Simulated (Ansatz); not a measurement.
`CC(F)CF` + H₂O → `CC(O)CF` + H–F  (formal hydrolysis of a C–F bond)

Calculated with Ansatz (gas phase, PBE0-D4/def2-TZVP geometries, no zero-point term in ΔE). CCSD(T)/CBS adds triple-zeta CCSD(T) − MP2 to the extrapolated MP2 energy (def2 sets, frozen cores). This one scheme is used for every species. Functionals use def2-TZVPP. Each species was taken in one conformer, which may not be the lowest.

CCSD(T)/CBS gives -4.6 kJ/mol.

(1) Another level gave +1.3 kJ/mol. Which?
A. MP2/def2-TZVPP
B. CCSD(T)/def2-TZVPP
C. ωB97X-V/def2-TZVPP
D. HF/def2-TZVPP

(2) What do rigid-rotor, harmonic-oscillator terms from PBE0-D4/def2-TZVP frequencies (298.15 K, 1 bar) make of the CCSD(T)/CBS value? (Best estimate.)

Largest T1 diagnostic among the species: 0.010.

Results:

(1) C. ωB97X-V 1.3, HF/def2-TZVPP 7.8, CCSD(T)/def2-TZVPP -4.6, MP2/def2-TZVPP -8.8 kJ/mol.

(2) The calculation gave: ΔZPE = +1.2 kJ/mol, ΔH = -3.8 kJ/mol, ΔS = -12 J/(mol·K), ΔG = -0.1 kJ/mol.

From BLYP to BHLYP (50 % exact exchange), in def2-TZVPP and without D4, ΔE moves by −3.3 kJ/mol. In def2-TZVPP, CCSD(T) changes the Hartree–Fock value by −12.4 kJ/mol (the triples alone add −1.5 kJ/mol) and MP2 by −16.5 kJ/mol.
